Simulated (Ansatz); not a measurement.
# SiNS+ (singlet): wave-function methods side by side, cc-pVDZ

The task here is to estimate one member of a computed series from the others.

Method: cc-pVDZ, core rule «outside noble gas», up to 11 orbitals frozen; program: Ansatz 0.2.0, Gaussian basis.

To be run: UHF; CCSD(T) on RHF; CCSD(T) on UHF; BCCD(T) on RHF; CISD; CCSDT(Q) on RHF; CCSDT(Q) on UHF; CASSCF and MRCISD+Q, 12 electrons in 11 orbitals; CASSCF and NEVPT2, 12 electrons in 11 orbitals.

28 further runs of the same task are left out: 17 that didn't finish, 11 set aside as unsound or not needed.

## The geometry

The geometry is a PBE0/def2-TZVP stationary point (not a proven minimum) of the parent state, kept for this charge and spin.

3 atoms, charge 1, spin multiplicity 1.

Atoms are counted from 1 here; the program's logs count them from 0.

Bond lengths: S1–N2 1.575 Å, N2–Si3 1.592 Å. Angles: S1–N2–Si3 180.0°.

Set-up of the first run:

The input, in.yaml:

```yaml
crystal:
  periodic: [false, false, false]
  atoms:
    - {symbol: S, position_ang: [0.000000, 0.000000, -1.580500]}
    - {symbol: N, position_ang: [0.000000, 0.000000, -0.005800]}
    - {symbol: Si, position_ang: [0.000000, 0.000000, 1.586300]}
basis:
  gaussian: {orbitals: cc-pVDZ}
total_charge: 1
magnetization: {spin_polarized: true, initial_magnetization: 0}
hamiltonian: {xc: hf}
output: {orbitals: {seedname: orbitals}}
```

Command:

```
> ansatz run in.yaml --threads 1 --pin off --events-out ev --progress --plain --max-ram 2393MiB
```

Among the steps run: UHF; CCSD(T) on RHF; CCSD(T) on UHF; BCCD(T) on RHF; CISD; CCSDT(Q) on RHF; CCSDT(Q) on UHF; CASSCF and MRCISD+Q, 12 electrons in 11 orbitals; CASSCF and NEVPT2, 12 electrons in 11 orbitals.

One table of the session follows, with a row left open; its other results are not shown here.

It belongs to the step «Misses and costs». 

| method | from RCCSDT(Q) (meV) |
| --- | --- |
| RHF | +10924.9 |
| UHF | +9753.9 |
| RMP2 | +1462.0 |
| UMP2 | +914.5 |
| CISD | +1943.6 |
| RCCSD | +699.8 |
| UCCSD | +108.3 |
| RCCSD(T) | ? |
| UCCSD(T) | -353.9 |
| BCCD(T) | +203.1 |
| RCCSDT | +129.0 |
| UCCSDT | -533.1 |
| RCCSDT(Q) | 0 |
| UCCSDT(Q) | -683.3 |
| CASSCF valence | +6617.6 |
| NEVPT2 valence | +1581.2 |
| MRCISD valence | +680.2 |
| MRCISD+Q valence | +89.7 |

**Question.** Estimate the row for RCCSD(T).

**Answer.** from RCCSDT(Q) (meV): +202.9. In the column «from RCCSDT(Q) (meV)» it lies between RCCSDT (+129.0) and BCCD(T) (+203.1).

The program flags UCCSD(T), UCCSDT(Q) as in doubt (see the logs), so those rows may rest on another solution; read them beside their warnings.

Limits of these values: The determinant is far from a pure spin state, so its energy mixes those of several spin states (harmless only where they are near-degenerate, as at dissociation). The program flags UCCSD(T), UCCSDT(Q) as in doubt, so those rows may rest on another solution; read them beside their warnings. Warnings: restricted reference is unstable; spin contamination; large T1 diagnostic. Restricted and unrestricted rows rest on different reference determinants; where their highest levels disagree by more than a few hundredths of an eV, they describe different states and don't form one ladder.
